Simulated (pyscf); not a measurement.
**Addition across a multiple bond or ene-type step: `[O]=[Mo](=[O])=[O]` + `[NH3]` -> `[NH2][Mo](=[O])(=[O])[OH]`**

Gas phase, singlet surface, charge 0. Bonds broken: N5–H6. Bonds formed: O1–H6, Mo2–N5. Optimised with ωB97X-D3(BJ)/def2-SVP in PySCF.

Transition state (Å):

```xyz
8

O     -0.6138     0.7397     1.0652
Mo    -1.5405    -0.3088    -0.0499
O     -1.5581    -1.9445     0.3105
O     -3.0767     0.2165    -0.4626
N      0.0148     0.3463    -1.2741
H      0.0563     0.8340     0.0091
H      0.7435    -0.3068    -1.5588
H     -0.1777     1.0048    -2.0277
```

One imaginary mode, 1850i cm⁻¹; descent along it reached the two sides named, in the forms told below.

```json
[
 {"bond": "N5–H6", "change": "breaks", "reactant side (Å)": "1.024", "saddle": "1.373", "product side": "3.4"},
 {"bond": "O1–H6", "change": "forms", "reactant side (Å)": "3.1", "saddle": "1.254", "product side": "0.962"},
 {"bond": "Mo2–N5", "change": "forms", "reactant side (Å)": "2.198", "saddle": "2.085", "product side": "1.919"}
]
```

Electronic energies relative to the separated reactants (eV):

| level | barrier | reaction energy | reverse barrier |
|---|---|---|---|
| ωB97X-D3(BJ)/def2-TZVP | -1.15 | -3.04 | 1.89 |
| PBE/def2-TZVP | -0.98 | -2.64 | 1.66 |
| r²SCAN/def2-TZVP | -1.08 | -2.86 | 1.78 |
| B3LYP-D3(BJ)/def2-TZVP | -1.00 | -2.88 | 1.88 |
| PBE0-D3(BJ)/def2-TZVP | -1.12 | -2.93 | 1.81 |
| M06-2X/def2-TZVP | -1.14 | -3.04 | 1.91 |
| ωB97M-D3(BJ)/def2-TZVP | -1.02 | -2.91 | 1.88 |

With ωB97M-D3(BJ)/def2-TZVP energies and thermal terms (ideal gas, 1 atm, RRHO with modes under 100 cm⁻¹ raised to 100, one conformer, R ln 2 for chiral ones without a mode under 150 cm⁻¹), in eV:

| T (K) | ΔH‡ | ΔG‡ | ΔH | ΔG |
|---|---|---|---|---|
| 298 | -1.10 | -0.66 | -2.89 | -2.48 |
| 600 | -1.09 | -0.20 | -2.83 | -2.10 |
| 900 | -1.05 | 0.23 | -2.77 | -1.74 |
| 1200 | -1.01 | 0.65 | -2.71 | -1.41 |

On the reactant side the descent ends in an adduct with a Mo–N contact, 2.61 eV under the separated species and 1.46 eV under the saddle at ωB97X-D3(BJ)/def2-TZVP. On the product side the descent ends in a point that may be a rotor saddle (no frequency run), 0.11 eV over the lowest minimum found and 1.78 eV under the saddle at ωB97X-D3(BJ)/def2-TZVP. At ωB97X-D3(BJ)/def2-TZVP, PBE, r²SCAN, B3LYP-D3(BJ), PBE0-D3(BJ), M06-2X, ωB97M-D3(BJ) the saddle lies under the separated reactants, which points to a path from their complex (located at ωB97X-D3(BJ) alone). What is counted as formed (Mo–N) is already present as a longer contact in the reactant adduct; forming that adduct is a step of its own. At the saddle there is also a short H–Mo contact that neither side keeps. One saddle was located; it need not be the lowest between these sides. Elements past Kr carry the def2 core potentials, without spin-orbit coupling.
